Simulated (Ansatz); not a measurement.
Geometry optimisation, RKS PBE-D4/def2-SVP in Ansatz 0.2.0.

The input (input.yaml):

```yaml
crystal:
  periodic: [false, false, false]
  atoms:
    - { symbol: C, position_ang: [-0.577, 1.2919, -0.2947] }
    - { symbol: C, position_ang: [0.1096, 0.2885, -0.0941] }
    - { symbol: C, position_ang: [0.8141, -0.7517, 0.1064] }
    - { symbol: O, position_ang: [0.3253, -1.9152, 0.481] }
    - { symbol: H, position_ang: [0.36637, 1.20997, 0.42845] }
    - { symbol: H, position_ang: [-0.8509, 2.0439, 0.4963] }
    - { symbol: H, position_ang: [1.9493, -0.8004, 0.0428] }
    - { symbol: H, position_ang: [-0.6717, -1.7571, 0.522] }
basis:
  gaussian: { orbitals: def2-SVP }
hamiltonian:
  xc: pbe
  dispersion: d4
relax:
  f_tol: 0.02
  max_steps: 50
```

Launched with:

```bash
$ ansatz run input.yaml --threads 1 --pin off --max-ram 2048MiB --backend cpu --events-out ev --progress --plain --runs-dir out
```

Problem. Where does it end, and by what steps?

Solution. The run converged. After 25 steps the energy has fallen by 5.464 eV; H8 moved furthest, 1.71 Å. Parted: C1–H5, O4–H8. Joined: C1–H8.

```tsv
step	energy less start (eV)	largest force component (eV/Å)	accepted
0	0.0000	6.971	yes
1	-1.0155	1.771	yes
2	-1.1652	0.549	yes
3	-1.1927	0.619	yes
4	-1.2549	1.438	yes
5	-1.3397	2.068	yes
6	-1.2590	2.869	no
7	-1.5139	1.131	yes
8	-1.6564	0.804	yes
9	-1.8107	0.810	yes
10	-2.0465	0.783	yes
11	-2.3065	0.896	yes
12	-2.5583	1.316	yes
13	-2.8301	1.292	yes
14	-3.0127	1.012	yes
15	-3.2023	1.466	yes
16	-3.5518	1.656	yes
17	-4.2447	2.455	yes
18	-4.8760	1.823	yes
19	-5.2487	1.100	yes
20	-5.3989	0.700	yes
21	-5.4423	0.662	yes
22	-5.4364	0.623	no
23	-5.4629	0.125	yes
24	-5.4633	0.090	yes
25	-5.4642	0.012	yes
```

```xyz
8
Properties=species:S:1:pos:R:3
C -0.899 0.557 0.158
C 0.441 0.412 0.218
C 1.072 -0.936 0.258
O 0.455 -1.988 0.239
H 1.115 1.285 0.239
H -1.381 1.546 0.129
H 2.202 -0.927 0.309
H -1.540 -0.340 0.139
```

Whether the end is a true minimum wasn't checked by a vibrational analysis.

Time of the run: 45 s on 1 thread of Arm Neoverse V2 (shared host), peak memory 0.24 GiB.
